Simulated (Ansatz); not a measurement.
in.yaml

```yaml
crystal:
  periodic: [false, false, false]
  atoms:
    - {symbol: H, position_ang: [-2.115282, 0.059434, 0.000000]}
    - {symbol: H, position_ang: [-1.069282, 0.059434, 0.000000]}
    - {symbol: N, position_ang: [0.195718, 0.059434, 0.000000]}
    - {symbol: H, position_ang: [0.464799, -0.944792, 0.000000]}
basis:
  gaussian: {orbitals: 6-31G}
magnetization: {spin_polarized: false, initial_magnetization: 2}
hamiltonian: {pseudopotentials: {relativity: none}}
correlation: {active_space: {window: {electrons: 4, orbitals: 3}, fixed_orbitals: true, states: [{multiplicity: 3, weights: [1, 0.5, 0.5]}]}}
scf: {lower_state_search: off}
output: {forces: true}
```

```sh
$ ansatz run in.yaml --threads 1 --pin off --events-out ev --progress --plain --max-ram 2393MiB
```

Output:

```
these checks for a lower state are left out or cut short: starts, cluster_reference, orbital_swaps, neighbouring_geometries, increment
337 factors; integrals over basis functions are off by at most 2.2e-8 eV
mean field evaluation 1: about -1523.1489 eV, gradient 1.1e1 eV
mean field evaluation 2: about -1523.1486 eV, gradient 1.1e1 eV
mean field evaluation 4: about -1523.5674 eV, gradient 2.1e0 eV
mean field evaluation 8: about -1523.5937 eV, gradient 1.8e-1 eV
mean field -1523.59486343 eV, -55.9910785014 hartree, gradient 1.3e-6 eV, S^2 2.000000; 0 other end points of the search recorded, 0 dependent functions left out
reference -1523.59486343 eV, -55.9910785014 hartree; 6, 4 occupied and 9, 11 virtual orbitals, 337 factors
state -1523.59486343 eV, -55.9910785014 hartree
state -1519.73859663 eV, -55.8493633104 hartree
state -1519.37632444 eV, -55.8360500527 hartree
the calculation of the forces begins
mean field evaluation 16: about -1523.5951 eV, gradient 3.6e-2 eV
Total energy: -1521.57616198 eV, -55.9168925915 hartree
Atom 0 at    -2.115282     0.059434     0.000000 Å, force    -1.366348     0.331523     0.000000 eV/Å
Atom 1 at    -1.069282     0.059434     0.000000 Å, force     9.141525    -0.260133     0.000000 eV/Å
Atom 2 at     0.195718     0.059434     0.000000 Å, force    -8.009693    -0.820513    -0.000000 eV/Å
Atom 3 at     0.464799    -0.944792     0.000000 Å, force     0.234516     0.749124     0.000000 eV/Å
Dipole moment:    -0.515130    -0.379743     0.000000 e Å
Checks for a lower state left out: starts, cluster_reference, orbital_swaps, neighbouring_geometries, increment
```

The total printed last is the weighted mean of the 3 states, 2.019 eV above the lowest of them, and is no single state's energy.

Forces (eV/Å):
```
H   -1.366  0.332  0.000
H    9.142 -0.260  0.000
N   -8.010 -0.821  0.000
H    0.235  0.749  0.000
```

Ran on 1 thread of Arm Neoverse V2, shared host: 0.12 s wall, 0.06 GiB peak host memory.
